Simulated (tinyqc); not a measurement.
Worked calculation: coupled-perturbed Hartree-Fock on RHF in the sto-6g basis, for HF, spin multiplicity 1. One step of it, computed by the program tinyqc.

Problem. Coupled step 1. U_ai = -(mu_ai + sum_bj [4 (ai|bj) - (ab|ij) - (aj|bi)] U_bj) / (e_a - e_i); alpha = -4 sum U_ai mu_ai.

uncoupled U:
```
          i1         i2         i3        i4        i5
a6  0.001549  -0.017786  -0.961139  0.000000  0.000000
```

dipole integrals <a|z|i> (bohr):
```
           i1        i2        i3        i4        i5
a6  -0.041432  0.034829  1.018257  0.000000  0.000000
```

orbital energies (hartree): MO1 -26.248230, MO2 -1.455278, MO3 -0.556515, MO4 -0.471290, MO5 -0.471290, MO6 0.502913

Two-electron integrals over orbitals (pq|rs), unique and non-zero (hartree):
```
(11|11) 5.381583    (21|11) -0.524519   (21|21) 0.082489    (22|11) 1.231914
(22|21) -0.022486   (22|22) 0.864582    (31|11) 0.142515    (31|21) -0.021164
(31|22) 0.010748    (31|31) 0.021671    (32|11) -0.143445   (32|21) 0.007792
(32|22) -0.033496   (32|31) 0.020799    (32|32) 0.151414    (33|11) 0.964453
(33|21) -0.009603   (33|22) 0.737320    (33|31) -0.004326   (33|32) -0.034701
(33|33) 0.734323    (41|41) 0.030379    (42|41) 0.039443    (42|42) 0.184853
(43|41) -0.009727   (43|42) -0.037152   (43|43) 0.042812    (44|11) 1.265979
(44|21) -0.013900   (44|22) 0.887435    (44|31) 0.003629    (44|32) -0.075069
(44|33) 0.728992    (44|44) 0.998085    (51|51) 0.030379    (52|51) 0.039443
(52|52) 0.184853    (53|51) -0.009727   (53|52) -0.037152   (53|53) 0.042812
(54|54) 0.053789    (55|11) 1.265979    (55|21) -0.013900   (55|22) 0.887435
(55|31) 0.003629    (55|32) -0.075069   (55|33) 0.728992    (55|44) 0.890506
(55|55) 0.998085    (61|11) 0.152025    (61|21) -0.025589   (61|22) 0.001971
(61|31) -0.009920   (61|32) -0.024684   (61|33) 0.009674    (61|44) 0.003794
(61|55) 0.003794    (61|61) 0.024693    (62|11) -0.218585   (62|21) 0.005592
(62|22) -0.115770   (62|31) -0.020282   (62|32) -0.058562   (62|33) -0.031778
(62|44) -0.112996   (62|55) -0.112996   (62|61) 0.016880    (62|62) 0.093987
(63|11) -0.379973   (63|21) 0.005987    (63|22) -0.193322   (63|31) 0.002101
(63|32) 0.091653    (63|33) -0.112912   (63|44) -0.214244   (63|55) -0.214244
(63|61) -0.005533   (63|62) 0.050520    (63|63) 0.196699    (64|41) -0.009389
(64|42) -0.037388   (64|43) -0.017933   (64|64) 0.030394    (65|51) -0.009389
(65|52) -0.037388   (65|53) -0.017933   (65|65) 0.030394    (66|11) 0.872625
(66|21) -0.008866   (66|22) 0.666822    (66|31) 0.013790    (66|32) 0.062637
(66|33) 0.666517    (66|44) 0.642186    (66|55) 0.642186    (66|61) -0.008953
(66|62) -0.063665   (66|63) -0.016361   (66|66) 0.705535
```

Give: U after step 1; polarisability.

Solution.

U after step 1:
```
        i1      i2       i3      i4      i5
a6  0.0005  0.0223  -1.0289  0.0000  0.0000
```

polarisability = 4.1878 bohr^3
